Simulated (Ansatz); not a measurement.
Ansatz (a first-principles code) input (HF/6-31G*):

Ansatz 0.2 input:
```yaml
crystal:
  periodic: [false, false, false]
  atoms:
    - {symbol: O, position_ang: [0.48495339, 1.23244075, -0.10619320]}
    - {symbol: C, position_ang: [0.09764994, 0.07125692, -0.00453384]}
    - {symbol: N, position_ang: [0.99230807, -0.96243310, 0.11455904]}
    - {symbol: C, position_ang: [-1.36179627, -0.29866360, -0.00297263]}
    - {symbol: H, position_ang: [-1.96905433, 0.59002173, -0.10162412]}
    - {symbol: H, position_ang: [-1.57463882, -0.97764164, -0.82121468]}
    - {symbol: H, position_ang: [-1.61476653, -0.81198545, 0.91808107]}
    - {symbol: H, position_ang: [1.91755410, -0.55844887, 0.09742884]}
basis:
  gaussian:
    orbitals: 6-31G*
hamiltonian:
  xc: {name: HF}
magnetization: {spin_polarized: true, initial_magnetization: 1}
phonons: {temperatures: {t_min: 298.15, t_max: 298.15, t_step: 100}}
```

**Question.** Which harmonic wavenumbers does it give?

**Answer.** 91, 443, 497, 558, 610, 914, 1029, 1140, 1283, 1332, 1546, 1613, 1620, 1628, 3224, 3284, 3325, 3694 cm⁻¹ (unscaled; negative means imaginary).

The determinant is spin-contaminated: <S^2> is 0.93 against 0.75 for a pure state.
